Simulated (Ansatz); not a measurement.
A run of Ansatz (development build ahead of 0.2.0) on doublet CH3BO(+) at this shape:

```yaml
atoms:
  - { symbol: B, position_ang: [-0.1872, 0.4459, 1.2728] }
  - { symbol: C, position_ang: [0.0321, -0.0974, -0.2528] }
  - { symbol: O, position_ang: [0.1402, -0.4919, -1.2012] }
  - { symbol: H, position_ang: [0.4514, 1.6467, 1.1877] }
  - { symbol: H, position_ang: [-1.3399, 0.6309, 1.4134] }
  - { symbol: H, position_ang: [0.4196, -0.2654, 1.9855] }
```

Its results:

```json
{"Converged": "yes", "Total energy": "-138.63009 hartree", "Spin squared of the determinant": "0.759", "Stability test": "minimum"}
```

Forces (eV/Å):
```csv
atom,Fx,Fy,Fz
B1,-1.248,-2.734,-0.473
C2,-1.058,4.442,10.204
O3,1.219,-4.539,-10.842
H4,0.508,1.293,0.455
H5,-0.292,1.067,0.137
H6,0.870,0.470,0.518
```

(1) Which input gives this output? Name the method, the orbitals and the basis set, and write the input.

## Answers

(1) UHF in def2-SVP.

```yaml
crystal:
  periodic: [false, false, false]
  atoms:
    - { symbol: B, position_ang: [-0.18715, 0.44589, 1.27281] }
    - { symbol: C, position_ang: [0.03212, -0.09735, -0.25278] }
    - { symbol: O, position_ang: [0.14022, -0.49186, -1.20122] }
    - { symbol: H, position_ang: [0.45142, 1.64673, 1.18773] }
    - { symbol: H, position_ang: [-1.33995, 0.63085, 1.41338] }
    - { symbol: H, position_ang: [0.41959, -0.26541, 1.98552] }
basis:
  gaussian: { orbitals: def2-SVP }
total_charge: 1
magnetization:
  spin_polarized: true
  initial_magnetization: 1
hamiltonian:
  xc: hf
output:
  forces: true
```
